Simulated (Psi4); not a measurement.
# Exact exchange and the dipole moment of ClF (chlorine monofluoride)

ClF has 2 atoms, charge 0, and is taken as a singlet. SMILES: `FCl`. The coordinates come from a PBE0-D4/def2-TZVP relaxation.

The dipole moment y, in D, basis cc-pVTZ; a is the functional's share of exact exchange. Programs: Psi4 1.11.

| functional | program | a | y (D) |
| --- | --- | --- | --- |
| BLYP | Psi4 | 0 | 0.82 |
| TPSSh | Psi4 | 0.1 | 0.83 |
| B3LYP | Psi4 | 0.2 | 0.91 |
| PBE0 | Psi4 | 0.25 | ? |
| BHLYP | Psi4 | 0.5 | 1.03 |

Fit y = c + s·a to the known rows and predict PBE0.


1. Means of the 4 rows: a = 0.2000, y = 0.897.
2. Σ(Δa)² = 0.14, Σ(Δa·Δy) = 0.062, so the slope is 0.062/0.14 = 0.44286.
3. Intercept: 0.897 − (0.44286) × 0.2000 = 0.808. The largest residual of the fit is 0.022.
4. PBE0: 0.808 + (0.44286) × 0.25 = 0.92 D.

The run gave 0.88 D, so the prediction is off by +0.04 D, more than the largest residual. More exact exchange makes the molecule more polar here. The measured value is 0.88 D (NIST CCCBDB).
